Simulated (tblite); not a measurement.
C₄H₅PS.
SMILES with atom numbers: `[CH3:1][c:2]1[cH:3][p:4][cH:5][s:6]1` (hydrogens: H7, H8, H9 on C1; H10 on C3; H11 on C5)

Structure optimised with GFN2-xTB, isolated species.

Task: What internal coordinates does the optimisation give?

Result: 
```json
{"bond": "C1–C2", "length (Å)": "1.491", "order": "single"}
{"bond": "C2–C3", "length (Å)": "1.354", "order": "aromatic"}
{"bond": "C3–P4", "length (Å)": "1.767", "order": "aromatic"}
{"bond": "P4–C5", "length (Å)": "1.702", "order": "aromatic"}
{"bond": "C5–S6", "length (Å)": "1.714", "order": "aromatic"}
{"bond": "C2–S6", "length (Å)": "1.732", "order": "aromatic"}
{"bond": "C1–H7, C1–H8, C1–H9", "length (Å)": "1.089", "order": "single"}
{"bond": "C3–H10", "length (Å)": "1.079", "order": "single"}
{"bond": "C5–H11", "length (Å)": "1.075", "order": "single"}
```

Bonds in one row agree within 0.01 Å and their mean is given. Orders are formal, as drawn. A selection of angles:
```json
{"angle": "C2–C1–H7", "degrees": "110.4"}
{"angle": "H7–C1–H8", "degrees": "107.8"}
{"angle": "H7–C1–H9", "degrees": "108.8"}
{"angle": "C1–C2–C3", "degrees": "126.5"}
{"angle": "C1–C2–S6", "degrees": "118.2"}
{"angle": "C3–C2–S6", "degrees": "115.3"}
{"angle": "C2–C3–P4", "degrees": "118.5"}
{"angle": "C2–C3–H10", "degrees": "121.0"}
{"angle": "P4–C3–H10", "degrees": "120.5"}
{"angle": "C3–P4–C5", "degrees": "92.6"}
{"angle": "P4–C5–S6", "degrees": "118.6"}
{"angle": "P4–C5–H11", "degrees": "125.1"}
{"angle": "S6–C5–H11", "degrees": "116.3"}
{"angle": "C2–S6–C5", "degrees": "95.1"}
```

The C–P distances run from 1.702 Å (P4–C5, aromatic) to 1.767 Å (C3–P4, aromatic), a spread of 0.065 Å. The 5-membered ring C2–C3–P4–C5–S6 has internal angles of 92.6° to 118.6° (sum 540°, against 540° for a flat polygon); it is planar, 0.00 Å rms from its mean plane, widest ring torsion 0°. Of the pairs four or more bonds apart, H9···H10 is among the closest relative to their van der Waals radii: 2.50 Å, 104 % of the sum of Bondi's values. S6 (thiophene-type sulfur) is bent (angle 95.1°). P4 (phosphorus bonded to 2 C) is bent (angle 92.6°). The 2 C–C bonds span 1.354 Å (C2–C3, aromatic) to 1.491 Å (C1–C2, drawn single), a spread of 0.137 Å. The 6 heavy atoms lie in one plane (0.000 Å rms).

Point group: Cs (every atom within 0.08 Å of its image). Its GFN2-xTB frequencies are all real (lowest 71 cm⁻¹).

Time: 0.11 s of wall time. Hardware: one thread of an Arm Neoverse V1, shared host with 32 logical CPUs at a one-minute load of 22. These figures are those of the optimisation.

The numbers are calculated, not measured.
